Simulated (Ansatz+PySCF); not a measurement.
Results of a calculation; reference values are marked as such.
## PySCF 2.14.0 run

```python
from pyscf import gto, scf, cc

mol = gto.M(atom="""
C 0.000000 0.022440 -0.698870
C 0.000000 -0.022440 0.698870
O 0.000000 0.979110 -1.248710
O 0.000000 -0.979110 1.248710
H 0.000000 -0.901720 -1.152180
H 0.000000 0.901720 1.152180
""", basis='def2-svp', charge=0, spin=0)
mf = scf.RHF(mol)
mf.kernel()
mycc = cc.CCSD(mf, frozen=4).run()
et = mycc.ccsd_t()
print(mf.e_tot, mycc.e_corr, et, mycc.e_tot + et)
```

The script is written out from the run's settings.

Results

* Converged: yes
* Reference energy: -226.36612 hartree
* CCSD correlation energy: -0.60959 hartree
* Triples correction: -0.01748 hartree
* Total energy: -226.99319 hartree
